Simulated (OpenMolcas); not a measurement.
# HS− (hydrosulfide) at 3 levels

Aim: a comparison of 3 runs (UHF/3-21G, PBE0/3-21G, CISD/3-21G) of HS− (hydrosulfide). 

The results are computed with OpenMolcas 26.06.

## (1) The structure to begin with

The species is HS− (2 atoms), meant as a singlet with charge -1. As SMILES, `[SH-]`. The S1–H2 distance was set to 2.355 Å, away from the relaxed value.

## (2) A single-point energy at UHF/3-21G (run 1)

Input file calc.input:

```
&GATEWAY
BasLib
$CurrDir
Coord
2
angstrom
S        1.436714      -0.469738       0.738731
H       -0.574700       0.187900      -0.295500
Basis
3-21G
Group
NoSym
&SEWARD
&SCF
UHF
Charge
-1
Thresholds
1e-10 1e-07 1e-07 1e-05
Scramble
0.25
PrOrbitals
1 1
```

The basis set 3-21G is read from a file made from the Basis Set Exchange's data (not shown).

Run with:

```sh
$ export MOLCAS_MEM=1860
$ pymolcas calc.input > calc.log
```

The program printed:

```text
--- Start Module: gateway ---
[...]
--- Stop Module: gateway /rc=_RC_ALL_IS_WELL_ ---
--- Start Module: seward ---
[...]
      Basis functions           15
--- Stop Module: seward /rc=_RC_ALL_IS_WELL_ ---
--- Start Module: scf ---
[...]
       Convergence after  34 Iterations
[...]
::    Total SCF energy                               -396.0729645980
[...]
      Total spin, S                                     0.5106373623
[...]
      Total electronic charge=   18.000000
      Total            charge=   -1.000000
[...]
      Dipole Moment (debye):
      Origin of the operator (angstrom)=    1.3752   -0.4496    0.7071
                   X=  2.8784E-01               Y= -9.4109E-02               Z=  1.4800E-01           Total=  3.3706E-01
      Center of Charge (angstrom)
[...]
--- Stop Module: scf /rc=_RC_ALL_IS_WELL_ ---
[...]
```

Run time: 3.9 s. Hardware: 1 thread of Intel Xeon Platinum 8488C (Sapphire Rapids), shared host; peak memory 0.37 GiB.

## (3) The energy at PBE0/3-21G (run 2)

Input file calc.input:

```
&GATEWAY
BasLib=$CurrDir
Coord
2
angstrom
S        1.436714      -0.469738       0.738731
H       -0.574700       0.187900      -0.295500
Basis=3-21G
Group=NoSym
&SEWARD
GridInput
Grid=UltraFine
End of Grid
&SCF
Charge=-1
KSDFT=PBE0
Thresholds=1e-10 1e-07 1e-07 1e-05
PrOrbitals=1 1
```

The basis set 3-21G is read from a file made from the Basis Set Exchange's data (not shown).

Run with:

```sh
$ export MOLCAS_MEM=1860
$ pymolcas calc.input > calc.log
```

The program printed:

```text
--- Start Module: gateway ---
[...]
--- Stop Module: gateway /rc=_RC_ALL_IS_WELL_ ---
--- Start Module: seward ---
[...]
      Basis functions           15
--- Stop Module: seward /rc=_RC_ALL_IS_WELL_ ---
[...]
--- Start Module: scf ---
[...]
       Convergence after  13 Iterations
[...]
::    Total KS-DFT energy                            -396.5857956891
[...]
      Total spin, S                                     0.0000000000
[...]
      Total electronic charge=   18.000000
      Total            charge=   -1.000000
[...]
      Dipole Moment (debye):
      Origin of the operator (angstrom)=    1.3752   -0.4496    0.7071
                   X=  1.4214E+00               Y= -4.6474E-01               Z=  7.3087E-01           Total=  1.6645E+00
      Center of Charge (angstrom)
[...]
--- Stop Module: scf /rc=_RC_ALL_IS_WELL_ ---
[...]
```

Run time: 5.1 s. Hardware: 1 thread of Intel Xeon Platinum 8488C (Sapphire Rapids), shared host; peak memory 0.37 GiB.

## (4) A single-point energy at CISD/3-21G (run 3)

Input file calc.inp:

```
* HS CISD
>>> EXPORT MOLCAS_PRINT=2
&GATEWAY
BasLib = $CurrDir
Coord
2
angstrom
S        1.436714      -0.469738       0.738731
H       -0.574700       0.187900      -0.295500
Basis = 3-21G
Group = NoSym
&SEWARD
&SCF
Charge = -1
Thresholds = 1e-10 1e-07 1e-07 1e-05
PrOrbitals = 1 1
&MOTRA
Frozen = 5
&GUGA
Electrons = 8
Spin = 1
Inactive = 4
Active = 0
CIAll = 1
&CPF
SDCI
```

The basis set 3-21G is read from a file made from the Basis Set Exchange's data (not shown).

Run with:

```sh
$ export MOLCAS_MEM=1860
$ pymolcas calc.inp > calc.log
```

The program printed:

```text
--- Start Module: gateway ---
[...]
--- Stop Module: gateway /rc=_RC_ALL_IS_WELL_ ---
[...]
      Basis functions           15
[...]
       Convergence after  13 Iterations
[...]
::    Total SCF energy                               -396.0377005089
[...]
      Total spin, S                                     0.0000000000
[...]
      *** WARNING: Default frozen orbitals is overwritten by user input.
      *** Default values:   5
[...]
--- Start Module: guga ---
[...]
--- Stop Module: guga /rc=_RC_ALL_IS_WELL_ ---
--- Start Module: cpf ---
[...]
      Active orbitals                            0       0
[...]
      Spin quantum number                      0.0
[...]
     FINAL CI ENERGY          -396.12969084
     FINAL CORRELATION ENERGY   -0.09199033  REFERENCE ENERGY    -396.03770051
[...]
     REL. CI ENERGY           -396.12969084
[...]
      Total electronic charge=   18.000000
      Total            charge=   -1.000000
[...]
      Dipole Moment (debye):
      Origin of the operator (angstrom)=    1.3752   -0.4496    0.7071
                   X=  8.8494E-01               Y= -2.8933E-01               Z=  4.5502E-01           Total=  1.0363E+00
      Quadrupole Moment (debye*angstrom):
[...]
--- Stop Module: cpf /rc=_RC_ALL_IS_WELL_ ---
[...]
```

Wall time 2.4 s (1 thread of Intel Xeon Platinum 8488C (Sapphire Rapids), shared host); peak memory 0.37 GiB.

## (5) The series

```
run       level  scramble  integration grid  energy (Eh)  HOMO energy (eV)  LUMO energy (eV)  HOMO–LUMO gap (eV)  wall time
  1   UHF/3-21G      0.25                 –  -396.072965             -1.54              8.80               10.34      3.9 s
  2  PBE0/3-21G         –         UltraFine  -396.585796              0.62              3.57                2.95      5.1 s
  3  CISD/3-21G         –                 –  -396.129691             -2.73              7.02                9.75      2.4 s
```

## (6) What came out

```
                                                    quantity          value
                                         run 3: total energy  -396.12969 Eh
                  run 3: HOMO energy (Hartree–Fock orbitals)       -2.73 eV
                  run 3: LUMO energy (Hartree–Fock orbitals)        7.02 eV
run 3: HOMO–LUMO gap (to an unbound level, set by the basis)        9.75 eV
          run 3: correlation energy (5 core orbitals frozen)      -92.0 mEh
```

In words: In run 2 the HOMO lies above zero, so the outermost electron may be held by the basis alone. Spin contamination of the reference: run 1 ⟨S²⟩ = 0.77. Where it is this large, the reference is a mixture of spin states, and values that rest on it are in doubt. All runs together took 11 s, the longest 5.1 s.
